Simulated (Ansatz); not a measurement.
System: PH₃, charge 0, triplet. This triplet is an excited state, 3.5 eV above the singlet at CCSD(T)/cc-pV(5+d)Z (Ansatz, a program for electronic structure). PH3 (parent SMILES P, triplet).
B3LYP-D3(BJ)/def2-TZVP minimum from Ansatz:
```xyz
4

P     -0.0702     0.0069     0.0178
H      0.0448     1.5445     0.0807
H      1.2917    -0.1273    -0.3269
H     -0.2829    -1.5211    -0.0205
```
Charge 0, spin multiplicity 3.

Total energies in cc-pV(Q+d)Z, 8 correlated electrons, 5 frozen orbitals. Radicals and triplets start from unrestricted determinants; spin-orbit coupling is neglected. Correlated methods leave the cores frozen. No relativity. The UHF reference of H3P (parent SMILES P, triplet) is spin-contaminated (<S^2> up to 0.04 over the pure value in the sets run). The spin of H3P (parent SMILES P, triplet) was assumed, and the state is the lowest solution found for it.

| method | program | energy (Eh) | minus CCSDT(Q) (mEh) |
|---|---|---|---|
| HF | Ansatz | -342.38695 | 195.02 |
| MP2 | Ansatz | -342.54533 | 36.64 |
| CCSD | Ansatz | -342.57376 | 8.21 |
| CCSD(T) | Ansatz | -342.58062 | 1.35 |
| CCSDT(Q) | Ansatz | -342.58197 | 0.00 |

Rough core times of Ansatz's runs on a shared machine: CCSD(T) 30 s, CCSDT(Q) 80 min.
